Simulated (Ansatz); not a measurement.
Ansatz (a first-principles code) input:

Ansatz 0.2 input:
```yaml
crystal:
  periodic: [false, false, false]
  atoms:
    - {symbol: C, position_ang: [0.00319266, 0.00643257, 0.66040383]}
    - {symbol: C, position_ang: [-0.00319266, -0.00643257, -0.66040383]}
    - {symbol: F, position_ang: [0.02490825, 1.11427502, 1.37583632]}
    - {symbol: F, position_ang: [-0.01150102, -1.08726216, 1.39745609]}
    - {symbol: F, position_ang: [0.01150102, 1.08726216, -1.39745609]}
    - {symbol: F, position_ang: [-0.02490825, -1.11427502, -1.37583632]}
basis:
  gaussian:
    orbitals: def2-TZVPD
hamiltonian:
  xc: {name: B3LYP}
output: {forces: true}
```

What final total energy does it print?

-475.73233 Eh (B3LYP/def2-TZVPD). The basis has 234 functions.
